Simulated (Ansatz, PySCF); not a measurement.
Breaking a bond: SMILES S (H2S). The S1–H3 bond (S1 also carries H; H3 carries nothing else) is stretched with both fragments frozen at the PBE0/def2-TZVP optimised geometry.

UHF/cc-pVDZ (PySCF); RHF/cc-pVDZ (PySCF); UKS-PBE0 = unrestricted PBE0/cc-pVDZ (PySCF 2.14.0); RKS-PBE0 = PySCF 2.14.0 with restricted PBE0/cc-pVDZ; UKS-TPSSh = unrestricted TPSSh/cc-pVDZ (PySCF); RKS-TPSSh = PySCF with restricted TPSSh/cc-pVDZ; UKS-wB97X-V = unrestricted wB97X-V/cc-pVDZ (PySCF 2.14.0); RKS-wB97X-V = PySCF with restricted wB97X-V/cc-pVDZ; UKS-PBE = unrestricted PBE/cc-pVDZ (Ansatz, a program for electronic structure); RKS-PBE = restricted PBE/cc-pVDZ in Ansatz; UKS-B3LYP/6-31G* = unrestricted B3LYP/6-31G*, spherical d run with PySCF 2.14.0; RKS-B3LYP/6-31G* = restricted B3LYP/6-31G*, spherical d (PySCF).

Scanned distances (Å): 1.00, 1.09, 1.13, 1.22, 1.27, 1.31, 1.34, 1.38, 1.42, 1.48, 1.54, 1.65, 1.81, 2.02, 2.19, 2.42, 2.69, 2.92, 3.27, 3.59, 4.06, 4.73.

### Question
Where does the unrestricted solution first break spin symmetry (<S²> of 0.01 or more)?

### Answer
UHF: between 1.65 and 1.81 Å; UKS-PBE0: between 2.02 and 2.19 Å; UKS-TPSSh: between 2.02 and 2.19 Å; UKS-wB97X-V: between 2.02 and 2.19 Å; UKS-PBE: between 2.19 and 2.42 Å; UKS-B3LYP/6-31G*: between 2.02 and 2.19 Å.

| R / Å | <S²> UHF | E(RHF) − E(UHF) / mEh | <S²> UKS-PBE0 | E(RKS-PBE0) − E(UKS-PBE0) / mEh | <S²> UKS-TPSSh | E(RKS-TPSSh) − E(UKS-TPSSh) / mEh | <S²> UKS-wB97X-V | E(RKS-wB97X-V) − E(UKS-wB97X-V) / mEh | <S²> UKS-PBE | E(RKS-PBE) − E(UKS-PBE) / mEh | <S²> UKS-B3LYP/6-31G* | E(RKS-B3LYP/6-31G*) − E(UKS-B3LYP/6-31G*) / mEh |
|---|---|---|---|---|---|---|---|---|---|---|---|---|
| 1.00 | 0.00 | 0.0 | 0.00 | 0.0 | 0.00 | 0.0 | 0.00 | 0.0 | 0.00 | 0.0 | 0.00 | 0.0 |
| 1.09 | 0.00 | 0.0 | 0.00 | 0.0 | 0.00 | 0.0 | 0.00 | 0.0 | 0.00 | 0.0 | 0.00 | 0.0 |
| 1.13 | 0.00 | 0.0 | 0.00 | 0.0 | 0.00 | 0.0 | 0.00 | 0.0 | 0.00 | 0.0 | 0.00 | 0.0 |
| 1.22 | 0.00 | 0.0 | 0.00 | 0.0 | 0.00 | 0.0 | 0.00 | 0.0 | 0.00 | 0.0 | 0.00 | 0.0 |
| 1.27 | 0.00 | 0.0 | 0.00 | 0.0 | 0.00 | 0.0 | 0.00 | 0.0 | 0.00 | 0.0 | 0.00 | 0.0 |
| 1.31 | 0.00 | 0.0 | 0.00 | 0.0 | 0.00 | 0.0 | 0.00 | 0.0 | 0.00 | 0.0 | 0.00 | 0.0 |
| 1.34 | 0.00 | 0.0 | 0.00 | 0.0 | 0.00 | 0.0 | 0.00 | 0.0 | 0.00 | 0.0 | 0.00 | 0.0 |
| 1.38 | 0.00 | 0.0 | 0.00 | 0.0 | 0.00 | 0.0 | 0.00 | 0.0 | 0.00 | 0.0 | 0.00 | 0.0 |
| 1.42 | 0.00 | 0.0 | 0.00 | 0.0 | 0.00 | 0.0 | 0.00 | 0.0 | 0.00 | 0.0 | 0.00 | 0.0 |
| 1.48 | 0.00 | 0.0 | 0.00 | 0.0 | 0.00 | 0.0 | 0.00 | 0.0 | 0.00 | 0.0 | 0.00 | 0.0 |
| 1.54 | 0.00 | 0.0 | 0.00 | 0.0 | 0.00 | 0.0 | 0.00 | 0.0 | 0.00 | 0.0 | 0.00 | 0.0 |
| 1.65 | 0.00 | 0.0 | 0.00 | 0.0 | 0.00 | 0.0 | 0.00 | 0.0 | 0.00 | 0.0 | 0.00 | 0.0 |
| 1.81 | 0.05 | 0.1 | 0.00 | 0.0 | 0.00 | 0.0 | 0.00 | 0.0 | 0.00 | 0.0 | 0.00 | 0.0 |
| 2.02 | 0.52 | 12.4 | 0.00 | 0.0 | 0.00 | 0.0 | 0.00 | 0.0 | 0.00 | 0.0 | 0.00 | 0.0 |
| 2.19 | 0.72 | 30.5 | 0.18 | 0.6 | 0.21 | 0.8 | 0.26 | 1.7 | 0.00 | 0.0 | 0.10 | 0.3 |
| 2.42 | 0.86 | 57.8 | 0.59 | 9.8 | 0.52 | 9.0 | 0.64 | 14.6 | 0.30 | 1.2 | 0.48 | 6.5 |
| 2.69 | 0.94 | 88.2 | 0.82 | 26.0 | 0.70 | 21.4 | 0.85 | 35.6 | 0.70 | 10.3 | 0.75 | 19.3 |
| 2.92 | 0.98 | 111.0 | 0.91 | 39.7 | 0.81 | 31.8 | 0.93 | 53.4 | 0.85 | 19.8 | 0.87 | 31.0 |
| 3.27 | 1.00 | 139.8 | 0.97 | 57.2 | 0.93 | 45.6 | 0.98 | 77.4 | 0.94 | 32.6 | 0.95 | 46.5 |
| 3.59 | 1.00 | 160.4 | 0.99 | 69.3 | 0.99 | 55.4 | 0.99 | 95.1 | 0.98 | 41.4 | 0.98 | 57.4 |
| 4.06 | 1.01 | 182.6 | 1.00 | 81.4 | 1.00 | 65.4 | 1.00 | 114.6 | 1.00 | 49.9 | 1.00 | 68.4 |
| 4.73 | 1.01 | 202.5 | 1.00 | 90.8 | 1.00 | 72.7 | 1.00 | 132.3 | 1.00 | 56.0 | 1.00 | 77.0 |
